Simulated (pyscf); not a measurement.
Structures and frequencies: ωB97X-D3(BJ)/def2-SVP in PySCF.

### Question
For the elementary gas-phase step `[NH2][GeH2]` [doublet] + `[ClH]` → `[Cl][GeH2]` [doublet] + `[NH3]` (doublet surface; Ge–N, Cl–H broken, Cl–Ge, H–N formed), what barrier and reaction energy does ωB97X-D3(BJ)/def2-TZVP give, measured from the separated reactants?

### Answer
ΔE‡ = -0.11 eV, ΔE = -0.76 eV. ωB97M-D3(BJ)/def2-TZVP gives -0.06 eV and -0.71 eV. Zero-point energy shifts the barrier by +0.04 eV. It is a four-centre exchange, with an imaginary mode of 605i cm⁻¹. On the reactant side the descent ends in a complex, 0.22 eV under the separated species and 0.10 eV under the saddle at ωB97X-D3(BJ)/def2-TZVP. On the product side the descent ends in a complex (not fully relaxed), 0.19 eV under the separated species and 0.83 eV under the saddle at ωB97X-D3(BJ)/def2-TZVP. At ωB97X-D3(BJ) the saddle lies under the separated reactants, which points to a path from their complex (located at ωB97X-D3(BJ) alone). One saddle was located; it need not be the lowest between these sides. Elements up to Kr have no core potential and no relativistic terms here.
